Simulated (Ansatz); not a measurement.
FH₄NSi, SMILES N[SiH2]F, a short molecular-dynamics run

With the Ansatz DFT code, driven from Python.

The cells in order, each with its output:

```python
import warnings

import ansatz
import numpy as np
```

```python
warnings.simplefilter("ignore", ansatz.DeckWarning)
```

```python
molecule = (
    ansatz.Crystal.molecule()
    .atom("N", (-0.6917, 0.4615, -0.6162))
    .atom("Si", (0.5305, -0.0339, 0.3525))
    .atom("F", (0.1918, -1.5766, 0.5992))
    .atom("H", (-0.6813, -0.0776, -1.4555))
    .atom("H", (-1.6029, 0.2956, -0.1524))
    .atom("H", (0.492, 0.7385, 1.6215))
    .atom("H", (1.8228, 0.1246, -0.3948))
)

calculation = (
    molecule.calculation()
    .basis(gaussian="6-31G*")
    .functional("b3lyp", dispersion="d3bj")
    .md("nvt_langevin", timestep=1.0, steps=40, temperature=300, initial_velocities="maxwell_boltzmann", seed=92, friction=0.01)
)
frames = []
calculation.session().plan().execute(on_event=lambda e: frames.append(e["data"]) if e["event"] == "md_step" else None)
print("t (fs)   E_pot (eV)      E_kin (eV)   T (K)   d(0-1) (A)")
for f in frames[::3]:
    xyz = np.array(f["positions_ang"])
    print(f"{f['time_fs']:6.2f} {f['lagrangian_ev']:14.5f} {f['e_kin_ev']:10.5f} {f['temperature_k']:8.1f} {np.linalg.norm(xyz[0] - xyz[1]):9.4f}")
print("mean temperature", round(float(np.mean([f["temperature_k"] for f in frames])), 1), "K")
```

    t (fs)   E_pot (eV)      E_kin (eV)   T (K)   d(0-1) (A)
      0.00   -12151.63655    0.23267    257.1    1.6363
      3.00   -12151.62034    0.20605    227.7    1.6508
      6.00   -12151.72848    0.28748    317.7    1.6802
      9.00   -12151.75481    0.35369    390.9    1.7247
     12.00   -12151.73112    0.35194    389.0    1.7670
     15.00   -12151.73652    0.30538    337.5    1.7966
     18.00   -12151.69997    0.27413    303.0    1.8042
     21.00   -12151.69324    0.22444    248.1    1.7896
     24.00   -12151.76950    0.34477    381.0    1.7695
     27.00   -12151.89390    0.48233    533.1    1.7368
     30.00   -12151.89426    0.48715    538.4    1.6992
     33.00   -12151.93098    0.47533    525.3    1.6698
     36.00   -12151.91595    0.50711    560.5    1.6561
     39.00   -12151.77342    0.38287    423.1    1.6580
    mean temperature 396.2 K

What to keep in mind:
- Total energies depend on the basis set; only differences at equal settings carry meaning.
- The trajectory is only some femtoseconds long, so its temperature is not equilibrated; where the script doesn't relax first, it starts from a rough generated geometry.
- b3lyp holds the VWN-RPA fit, as in Gaussian; the form of ORCA and Turbomole is b3lyp5.
- The printed temperature counts all 3N degrees of freedom under Langevin dynamics, so the first row lies under the target.
- With hydrogen a step over 0.5 fs is long.
- Finished in 35 s on 1 thread of Intel(R) Xeon(R) 6975P-C (Granite Rapids) (shared host), peak memory 0.18 GiB.

(Lines on the test bed's own set-up are left out of the output.)
